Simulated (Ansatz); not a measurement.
# Which method gave which barrier?

Saddle point of SiH₄ClF, closed shell (SiH₃Cl ([SiH3][Cl]) + HF → SiH₂ClF ([F][SiH2][Cl]) + H₂; bonds formed: Si1–F7, H2–H6; bonds broken: Si1–H2, H6–F7), PBE0-D4/def2-TZVP structure:

| atom | x (Å) | y (Å) | z (Å) |
| --- | --- | --- | --- |
| Si1 | -0.3631 | -0.0600 | 0.2316 |
| H2 | 1.0847 | -0.8703 | -0.0781 |
| H3 | -0.4651 | -0.9749 | 1.4002 |
| H4 | -1.4663 | -0.4157 | -0.6775 |
| Cl5 | -0.4556 | 1.7513 | 1.1792 |
| H6 | 1.1107 | -0.1793 | -0.7935 |
| F7 | 0.5546 | 0.7487 | -1.2617 |

Computed with Ansatz 0.2.0 (basis: def2-TZVPP, with def2-QZVPP for the basis limit); correlated methods freeze the cores. Extrapolation: Hartree–Fock as exp(−7.88 √X), correlation as X^−2.97. Four methods, as single points on the PBE0-D4 structures, gave these electronic barriers from the start structure: 123.7, 142.4, 155.6, 219.6 kJ/mol.

Question: The methods were, in alphabetical order, HF, MP2, PBE-D4, PBE0-D4. Which gave which? (A judgement: the text doesn't fix the answer.)

Answer: By the calculation: PBE-D4 123.7; PBE0-D4 142.4; MP2 155.6; HF 219.6 kJ/mol. For comparison, CCSD(T) at an estimated basis limit (MP2 extrapolated from triple and quadruple zeta, plus CCSD(T) − MP2 in triple zeta) gives 159.2 kJ/mol.

No T1 diagnostic of these runs exceeds 0.012.

Labels in which every atom is bracketed show which atoms are joined, not bond orders.

For scale, one of the runs: CCSD(T)/def2-TZVPP, 171 basis functions, launched by `ansatz run in.yaml --threads 2 --pin off --events-out ev --progress --plain --max-ram 4352MiB`. Hardware: 2 CPU threads of an Arm Neoverse V1, shared host. Wall time 27 s; peak host memory 1.4 GiB.
